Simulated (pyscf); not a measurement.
Structures and frequencies: ωB97X-D3(BJ)/def2-SVP in PySCF.

### Question
Estimate by transition-state theory the rate constant of H₂N–SiH: [singlet] + silane (SiH₄) → HN=SiH–SiH₃ + hydrogen (H₂) (singlet surface; H–N, H–Si broken, Si–Si, H–H formed) at 900 K, with ωB97M-D3(BJ)/def2-TZVP energies (ideal gas, 1 atm, RRHO with modes under 100 cm⁻¹ raised to 100, one conformer, R ln 2 for chiral ones without a mode under 150 cm⁻¹; no tunnelling).

### Answer
The electronic barrier is 50.4 kcal/mol and the thermal terms add +27.3, so ΔG‡ = 77.7 kcal/mol. With k_BT/h = 1.88e+13 s⁻¹ and RT = 1.788 kcal/mol, and a volume of 1.23e-19 cm³ per molecule at 1 atm, k = 3.1e-25 cm³ molecule⁻¹ s⁻¹. Wigner's tunnelling factor for 1495i cm⁻¹ would be 1.24. A shift of 1 kcal/mol in the barrier changes k by a factor 1.7. HN=SiH–SiH₃ lies 28.5 kcal/mol over its isomer :HSi–NH–SiH₃ [singlet] (electronic energy, ωB97M-D3(BJ)/def2-TZVP). One saddle was located; it need not be the lowest between these sides.
